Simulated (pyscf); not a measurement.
## Addition across a multiple bond or ene-type step: `[CH3][Al]([CH3])[NH2]` + `[CH2]=[CH2]` -> `[CH3][CH2][CH2][Al]([CH3])[NH2]`

Gas phase, singlet surface, charge 0. Bonds broken: C1–Al2. Bonds formed: C1–C13, Al2–C14. Single points on ωB97X-D3(BJ)/def2-SVP structures (PySCF, gas phase).

Transition state (Å):

```xyz
18

C      0.0664     1.4999    -0.0269
Al    -0.9266    -0.0315     1.0649
C     -1.8696    -0.9900    -0.3630
N     -1.6475     0.8037     2.4984
H      0.7550     2.3093     0.2408
H     -0.9457     1.9554     0.0359
H      0.2204     1.2029    -1.0740
H     -1.1815    -1.3887    -1.1285
H     -2.5865    -0.3264    -0.8787
H     -2.4464    -1.8430     0.0344
H     -2.1702     1.6721     2.4326
H     -1.9541     0.3066     3.3291
C      1.3366     0.1644     1.0675
C      0.7791    -1.0132     1.6433
H      1.9158     0.1038     0.1427
H      1.6444     0.9682     1.7404
H      0.7676    -1.0740     2.7361
H      0.9006    -1.9553     1.0996
```

One imaginary mode, 512i cm⁻¹; descent along it reached the two sides named, in the forms told below.

| bond | change | reactant side (Å) | saddle | product side |
|---|---|---|---|---|
| C1–Al2 | breaks | 1.967 | 2.127 | 3.2 |
| C1–C13 | forms | 3.2 | 2.144 | 1.530 |
| Al2–C14 | forms | 2.7 | 2.051 | 1.969 |

Electronic energies relative to the separated reactants (kJ/mol):

```tsv
level	barrier	reaction energy	reverse barrier
ωB97X-D3(BJ)/def2-TZVP	89.2	-103.4	192.6
PBE/def2-TZVP	82.9	-85.5	168.4
r²SCAN/def2-TZVP	75.5	-92.0	167.6
B3LYP-D3(BJ)/def2-TZVP	100.0	-83.2	183.2
PBE0-D3(BJ)/def2-TZVP	76.5	-107.1	183.6
M06-2X/def2-TZVP	90.9	-93.9	184.8
ωB97M-D3(BJ)/def2-TZVP	99.9	-90.7	190.5
HF/def2-TZVP	178.4	-58.7	237.1
```

With ωB97M-D3(BJ)/def2-TZVP energies and thermal terms (ideal gas, 1 atm, RRHO with modes under 100 cm⁻¹ raised to 100, one conformer, R ln 2 for chiral ones without a mode under 150 cm⁻¹), in kJ/mol:

| T (K) | ΔH‡ | ΔG‡ | ΔH | ΔG |
|---|---|---|---|---|
| 298 | 103.6 | 154.5 | -76.4 | -28.0 |
| 600 | 105.0 | 205.7 | -76.1 | +21.1 |
| 900 | 107.3 | 255.6 | -73.3 | +69.2 |
| 1200 | 109.7 | 304.6 | -69.4 | +116.1 |

On the reactant side the descent ends in a complex, 33.4 kJ/mol under the separated species and 122.6 kJ/mol under the saddle at ωB97X-D3(BJ)/def2-TZVP. At the saddle there is also a short Al–C contact that neither side keeps. This is the saddle that the search found; another between the same sides may lie lower.
